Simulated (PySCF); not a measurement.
## Adding and removing an electron: SH

PBE0; basis H aug-cc-pVDZ, S aug-cc-pV(D+d)Z; no relativity; PySCF 2.14. Neutral (UKS): doublet (π ↑), Re = 1.353 Å, ωe = 2706 cm⁻¹, De = 3.73 eV, HOMO -7.43 eV, LUMO -4.58 eV.

SH⁻ (UKS): singlet (closed shell), Re = 1.354 Å, ωe = 2671 cm⁻¹, De = 3.91 eV to H + S⁻. The energies at the minima are -398.60768 hartree for SH and -398.69076 for SH⁻.

Q: Work out the adiabatic electron affinity, without and with harmonic zero-point energies (1 hartree = 27.2114 eV, 1 eV = 8065.5 cm⁻¹), and the change of the bond length.

A: At PBE0: 0.08308 hartree = 2.261 eV between the minima; the zero-point term (2706.0 − 2671.0)/2 cm⁻¹ = +0.002 eV makes it 2.263 eV. Re changes by +0.1 pm against the neutral. The electron enters a π orbital, which is non-bonding in a hydride.

For an ion De counts to the pair picked by the measured ionisation energies or electron affinities, which need not be the lowest pair at this level. States were picked by a PBE0 search and need not be the measured ground states.
